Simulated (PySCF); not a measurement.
difluoromethane (CH₂F₂), SMILES FCF.

The structure is a stationary point at TPSSh-D3(BJ)/def2-TZVP.

Method: CAM-B3LYP/def2-TZVPD in PySCF.

Symmetry labels are those of the subgroup C2v that the program uses (full group C2v).

Computed valence orbital energies around the gap with their symmetry:
```json
[
 {"orbital": "HOMO−7", "symmetry": "A1", "energy (eV)": "-21.67"},
 {"orbital": "HOMO−6", "symmetry": "B2", "energy (eV)": "-17.26"},
 {"orbital": "HOMO−5", "symmetry": "A1", "energy (eV)": "-17.10"},
 {"orbital": "HOMO−4", "symmetry": "B1", "energy (eV)": "-16.98"},
 {"orbital": "HOMO−3", "symmetry": "A2", "energy (eV)": "-13.85"},
 {"orbital": "HOMO−2", "symmetry": "A1", "energy (eV)": "-13.50"},
 {"orbital": "HOMO−1", "symmetry": "B1", "energy (eV)": "-13.25"},
 {"orbital": "HOMO", "symmetry": "B2", "energy (eV)": "-11.61"},
 {"orbital": "LUMO", "symmetry": "A1", "energy (eV)": "0.92"},
 {"orbital": "LUMO+1", "symmetry": "B1", "energy (eV)": "1.85"},
 {"orbital": "LUMO+2", "symmetry": "A1", "energy (eV)": "2.04"},
 {"orbital": "LUMO+3", "symmetry": "B2", "energy (eV)": "2.09"}
]
```
